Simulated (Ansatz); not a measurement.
**WS₃: Seebeck coefficient and carrier response**

Level of theory: DFT PBEsol, scalar-relativistic, plane waves, PAW (Ansatz). Settings: 420 eV plane-wave cutoff, Γ-centred 10×10×10 mesh, Fermi-Dirac smearing of 0.15 eV. No spin polarisation.

The cell, relaxed at this level:
```
W S
1.0
     4.64017    0.00000    0.00000
     0.00000    4.64017    0.00000
     0.00000    0.00000    4.64017
W S
1 3
Direct
  0.00000 0.00000 0.00000
  0.00000 0.00000 0.50000
  0.00000 0.50000 0.00000
  0.50000 0.00000 0.00000
```

The cell was built by swapping an element in a database structure (itself possibly hypothetical) and relaxing; it need not be the stable form of this composition. In a metal these results depend on the k mesh and the smearing. Spin–orbit coupling is left out, which matters for heavy elements. A semilocal functional can close a gap that the real compound has.

Constant relaxation time and rigid bands. The levels are interpolated over the whole zone and filled by a Fermi function at the stated temperature, with the chemical potential set by the electron count. Seebeck coefficients of a few μV/K are small differences and uncertain even in sign.

Question: Give the Drude plasma energies, the density of states at the chemical potential and σ/τ at 300 K.

Answer:
```
Plasma energy xx, yy, zz                : 4.73, 4.73, 4.73 eV
Density of states (thermally broadened) : 2.49 states/eV/cell
Conductivity over τ, xx, yy, zz         : 4.6, 4.6, 4.6 ×10²⁰ (Ω·m·s)⁻¹
```

Question: And the Seebeck coefficient (μV/K)?

Answer:
```tsv
T (K)	Sxx	Syy	Szz
300	1.1	1.1	1.1
600	2.1	2.1	2.1
900	2.8	2.8	2.8
```

Cost: 1 run of about 1.2 core-minutes, on Arm Neoverse V2 (shared hosts).